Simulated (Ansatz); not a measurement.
Results of PBEsol (Ansatz, a quantum-chemistry and plane-wave program, PAW) for KLaGeS4 (P2₁, No. 4; cell taken from a computed entry).

Numerical settings: plane-wave cutoff 520 eV, 6×6×4 k mesh (along the axes of the cell as run), Fermi–Dirac smearing 0.01 eV, scalar-relativistic PAW data made under PBE.

Cell (relaxed with PBEsol):

```xyz
14
Lattice="6.6276 0.0000 0.0064 0.0000 6.6700 0.0000 -2.5922 0.0000 8.2834" Properties=species:S:1:pos:R:3 pbc="T T T"
K      2.4392     3.2543     7.7484
K      1.5962     6.5893     0.5414
La     0.0995     0.0208     4.5929
La     3.9358     3.3558     3.6970
Ge     0.6302     3.1616     2.6255
Ge     3.4052     6.4965     5.6644
S     -1.7501     4.8770     6.0453
S      5.7855     1.5420     2.2445
S      2.3627     3.1431     1.2909
S      1.6726     6.4781     6.9989
S      4.6561     1.6381     5.9342
S     -0.6208     4.9731     2.3556
S      1.2580     2.8422     4.7409
S      2.7774     6.1771     3.5489
```

Problem. What does this level give for the band gap and smallest direct gap on the k points sampled?

Solution. 
band gap: 2.25 eV
smallest direct gap on the k points sampled: 2.37 eV

Spin–orbit coupling is not included.

Computing time: about 14 core-minutes (a rough figure).
